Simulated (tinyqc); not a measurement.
ROHF in the sto-3g basis, for LiH, spin multiplicity 3, step by step. One step of it, computed by the program tinyqc.

Question. Iteration 2: Roothaan effective Fock matrix. With projectors Pc = D(beta) S, Po = (D(alpha) - D(beta)) S, Pv = 1 - D(alpha) S, the block xy is Px^T F Py; with Fc = (F(alpha) + F(beta))/2, the blocks are Fc for cc, oo, vv and cv, F(beta) for co and F(alpha) for ov.

F(alpha) (hartree):
```
            1Li 1s     1Li 2s    1Li 2px    1Li 2py    1Li 2pz      2H 1s
1Li 1s   -2.135472  -0.599702   0.000000   0.000000  -0.004936  -0.010402
1Li 2s   -0.599702  -0.091559   0.000000   0.000000  -0.061392  -0.074601
1Li 2px   0.000000   0.000000  -0.004586   0.000000   0.000000   0.000000
1Li 2py   0.000000   0.000000   0.000000  -0.004586   0.000000   0.000000
1Li 2pz  -0.004936  -0.061392   0.000000   0.000000   0.216523  -0.104631
2H 1s    -0.010402  -0.074601   0.000000   0.000000  -0.104631  -0.309216
```

F(beta) (hartree):
```
            1Li 1s     1Li 2s   1Li 2px   1Li 2py    1Li 2pz      2H 1s
1Li 1s   -2.117509  -0.572125  0.000000  0.000000  -0.004936  -0.009756
1Li 2s   -0.572125   0.036810  0.000000  0.000000  -0.061392  -0.070242
1Li 2px   0.000000   0.000000  0.325229  0.000000   0.000000   0.000000
1Li 2py   0.000000   0.000000  0.000000  0.325229   0.000000   0.000000
1Li 2pz  -0.004936  -0.061392  0.000000  0.000000   0.250261  -0.102341
2H 1s    -0.009756  -0.070242  0.000000  0.000000  -0.102341  -0.308495
```

D(alpha) after iteration 1:
```
            1Li 1s     1Li 2s   1Li 2px   1Li 2py    1Li 2pz      2H 1s
1Li 1s    1.008947  -0.019338  0.000000  0.000000  -0.001379   0.002228
1Li 2s   -0.019338   0.000371  0.000000  0.000000   0.000026  -0.000043
1Li 2px   0.000000   0.000000  1.000000  0.000000   0.000000   0.000000
1Li 2py   0.000000   0.000000  0.000000  1.000000   0.000000   0.000000
1Li 2pz  -0.001379   0.000026  0.000000  0.000000   0.000002  -0.000003
2H 1s     0.002228  -0.000043  0.000000  0.000000  -0.000003   0.000005
```

D(beta) after iteration 1:
```
            1Li 1s     1Li 2s   1Li 2px   1Li 2py    1Li 2pz      2H 1s
1Li 1s    1.008947  -0.019338  0.000000  0.000000  -0.001379   0.002228
1Li 2s   -0.019338   0.000371  0.000000  0.000000   0.000026  -0.000043
1Li 2px   0.000000   0.000000  0.000000  0.000000   0.000000   0.000000
1Li 2py   0.000000   0.000000  0.000000  0.000000   0.000000   0.000000
1Li 2pz  -0.001379   0.000026  0.000000  0.000000   0.000002  -0.000003
2H 1s     0.002228  -0.000043  0.000000  0.000000  -0.000003   0.000005
```

overlap S:
```
           1Li 1s    1Li 2s   1Li 2px   1Li 2py   1Li 2pz     2H 1s
1Li 1s   1.000000  0.241137  0.000000  0.000000  0.000000  0.003739
1Li 2s   0.241137  1.000000  0.000000  0.000000  0.000000  0.152315
1Li 2px  0.000000  0.000000  1.000000  0.000000  0.000000  0.000000
1Li 2py  0.000000  0.000000  0.000000  1.000000  0.000000  0.000000
1Li 2pz  0.000000  0.000000  0.000000  0.000000  1.000000  0.233658
2H 1s    0.003739  0.152315  0.000000  0.000000  0.233658  1.000000
```

Give: effective F.

Answer.

effective F (hartree):
```
          1Li 1s   1Li 2s  1Li 2px  1Li 2py  1Li 2pz    2H 1s
1Li 1s   -2.1265  -0.5859   0.0000   0.0000  -0.0049  -0.0101
1Li 2s   -0.5859  -0.0274   0.0000   0.0000  -0.0614  -0.0724
1Li 2px   0.0000   0.0000   0.1603   0.0000   0.0000   0.0000
1Li 2py   0.0000   0.0000   0.0000   0.1603   0.0000   0.0000
1Li 2pz  -0.0049  -0.0614   0.0000   0.0000   0.2334  -0.1035
2H 1s    -0.0101  -0.0724   0.0000   0.0000  -0.1035  -0.3089
```
